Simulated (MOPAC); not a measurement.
MOPAC input (PM6):

```
PM6 1SCF CHARGE=-1 GEO-OK AUX(PRECISION=9) THREADS=1
C2H6N

C    -0.24585069 1   -0.34108038 1    1.22837570 1
N    -0.18927909 1    0.50905008 1    0.02327978 1
C     0.24394995 1   -0.21855779 1   -1.14733787 1
H     0.75943835 1   -0.40606839 1    1.70778042 1
H    -0.90844575 1    0.14663035 1    1.96438018 1
H     0.42185334 1    1.33248557 1    0.10013528 1
H     1.23256580 1   -0.71731054 1   -1.04485805 1
H     0.30621961 1    0.45653183 1   -2.02146417 1
H    -0.47527326 1   -1.01779037 1   -1.35515913 1
```

Output:

```
 *******************************************************************************
 **                                                                           **
 **                              MOPAC v23.2.5                                **
 **                                                                           **
 *******************************************************************************
 ** MOPAC's Digital Object Identifier: https://doi.org/10.5281/zenodo.6511958 **
 **                                                                           **
 ** Please cite the open-source release paper for use of this MOPAC version:  **
 ** J. E. Moussa and J. J. P. Stewart (2026)                                  **
 ** MOPAC: An open-source semiempirical molecular orbital program             **
 ** J. Open Source Softw., 11(119), 8025, https://doi.org/10.21105/joss.08025 **
 *******************************************************************************

                              PM6 CALCULATION RESULTS

 *******************************************************************************
 *  PM6        - The PM6 Hamiltonian to be used
 *  GEO-OK     - OVERRIDE INTERATOMIC DISTANCE AND OTHER SAFETY CHECKS
 *
 *
 *
 *                 CHARGE ON SYSTEM = -1
 *
 *
 *
 *  1SCF       - DO 1 SCF AND THEN STOP
 *  AUX        - OUTPUT AUXILIARY INFORMATION
 *******************************************************************************
PM6 1SCF CHARGE=-1 GEO-OK AUX(PRECISION=9) THREADS=1
 C2H6N

   ATOM   CHEMICAL          X               Y               Z
  NUMBER   SYMBOL      (ANGSTROMS)     (ANGSTROMS)     (ANGSTROMS)

     1       C         -0.24585069  *  -0.34108038  *   1.22837570  *
     2       N         -0.18927909  *   0.50905008  *   0.02327978  *
     3       C          0.24394995  *  -0.21855779  *  -1.14733787  *
     4       H          0.75943835  *  -0.40606839  *   1.70778042  *
     5       H         -0.90844575  *   0.14663035  *   1.96438018  *
     6       H          0.42185334  *   1.33248557  *   0.10013528  *
     7       H          1.23256580  *  -0.71731054  *  -1.04485805  *
     8       H          0.30621961  *   0.45653183  *  -2.02146417  *
     9       H         -0.47527326  *  -1.01779037  *  -1.35515913  *

          CARTESIAN COORDINATES

    NO.       ATOM           X           Y           Z

     1         C         -0.2459     -0.3411      1.2284
     2         N         -0.1893      0.5091      0.0233
     3         C          0.2439     -0.2186     -1.1473
     4         H          0.7594     -0.4061      1.7078
     5         H         -0.9084      0.1466      1.9644
     6         H          0.4219      1.3325      0.1001
     7         H          1.2326     -0.7173     -1.0449
     8         H          0.3062      0.4565     -2.0215
     9         H         -0.4753     -1.0178     -1.3552

 General Reference for PM6:
 "Optimization of Parameters for Semiempirical Methods V: Modification of NDDO Approximations
 and Application to 70 Elements", J. J. P. Stewart, J. Mol. Mod., 13, 1173-1213 (2007)
 URL: https://link.springer.com/article/10.1007/s00894-007-0233-4

           Empirical Formula: C2 H6 N  =     9 atoms

      MOLECULAR POINT GROUP   :   C1

      RHF CALCULATION, NO. OF DOUBLY OCCUPIED LEVELS = 10

 -------------------------------------------------------------------------------
 PM6 1SCF CHARGE=-1 GEO-OK AUX(PRECISION=9) THREADS=1
 C2H6N

     1SCF WAS SPECIFIED, SO BFGS WAS NOT USED
     SCF FIELD WAS ACHIEVED

                              PM6 CALCULATION
                                                       MOPAC v23.2.5 Linux

          FINAL HEAT OF FORMATION =         48.09569 KCAL/MOL =     201.23236 KJ/MOL

          COSMO AREA              =         90.81 SQUARE ANGSTROMS
          COSMO VOLUME            =         73.15 CUBIC ANGSTROMS

          IONIZATION POTENTIAL    =          0.423181 EV
          HOMO LUMO ENERGIES (EV) =         -0.423  9.922
          NO. OF FILLED LEVELS    =         10
          MOLECULAR WEIGHT        =         44.0761         POINT GROUP:  C1

          MOLECULAR DIMENSIONS (Angstroms)

            Atom       Atom       Distance
            H     8    H     5     4.17833
            H     9    H     6     2.74555
            H     4    H     5     1.62737

          SCF CALCULATIONS        =          1

   ATOM   CHEMICAL          X               Y               Z
  NUMBER   SYMBOL      (ANGSTROMS)     (ANGSTROMS)     (ANGSTROMS)

     1       C         -0.24585069  *  -0.34108038  *   1.22837570  *
     2       N         -0.18927909  *   0.50905008  *   0.02327978  *
     3       C          0.24394995  *  -0.21855779  *  -1.14733787  *
     4       H          0.75943835  *  -0.40606839  *   1.70778042  *
     5       H         -0.90844575  *   0.14663035  *   1.96438018  *
     6       H          0.42185334  *   1.33248557  *   0.10013528  *
     7       H          1.23256580  *  -0.71731054  *  -1.04485805  *
     8       H          0.30621961  *   0.45653183  *  -2.02146417  *
     9       H         -0.47527326  *  -1.01779037  *  -1.35515913  *

                             CARTESIAN COORDINATES

   1    C       -0.245850690    -0.341080380     1.228375700
   2    N       -0.189279090     0.509050080     0.023279780
   3    C        0.243949950    -0.218557790    -1.147337870
   4    H        0.759438350    -0.406068390     1.707780420
   5    H       -0.908445750     0.146630350     1.964380180
   6    H        0.421853340     1.332485570     0.100135280
   7    H        1.232565800    -0.717310540    -1.044858050
   8    H        0.306219610     0.456531830    -2.021464170
   9    H       -0.475273260    -1.017790370    -1.355159130

           Empirical Formula: C2 H6 N  =     9 atoms

      MOLECULAR POINT GROUP   :   C1

                  EIGENVALUES
 -24.22723 -17.92052 -13.64654 -10.54219  -9.10840  -8.04509  -6.64523  -5.50051
  -2.17243  -0.42318   9.92181  10.53076  10.76117  11.50849  12.36973  13.39230
  13.81160  14.71621

              NET ATOMIC CHARGES AND DIPOLE CONTRIBUTIONS

  ATOM NO.   TYPE          CHARGE      No. of ELECS.   s-Pop       p-Pop
    1          C          -0.796830        4.7968     1.22067     3.57616
    2          N          -0.369599        5.3696     1.58862     3.78098
    3          C          -0.286841        4.2868     1.07756     3.20929
    4          H           0.015598        0.9844     0.98440
    5          H           0.052123        0.9479     0.94788
    6          H           0.119680        0.8803     0.88032
    7          H           0.070273        0.9297     0.92973
    8          H           0.066518        0.9335     0.93348
    9          H           0.129077        0.8709     0.87092
 DIPOLE           X         Y         Z       TOTAL
 POINT-CHG.     1.087     0.770    -4.253     4.457
 HYBRID         1.607     1.269     0.332     2.075
 SUM            2.695     2.039    -3.922     5.177

          ATOMIC ORBITAL ELECTRON POPULATIONS

     Atom    s        px        py        pz
    1  C   1.22067   1.11429   1.53946   0.92242
    2  N   1.58862   1.53874   1.13323   1.10901
    3  C   1.07756   1.10163   1.08453   1.02312
    4  H   0.98440
    5  H   0.94788
    6  H   0.88032
    7  H   0.92973
    8  H   0.93348
    9  H   0.87092

 **********************
 *                    *
 * JOB ENDED NORMALLY *
 *                    *
 **********************

 == MOPAC DONE ==
```

The dipole moment of an ion depends on the origin.
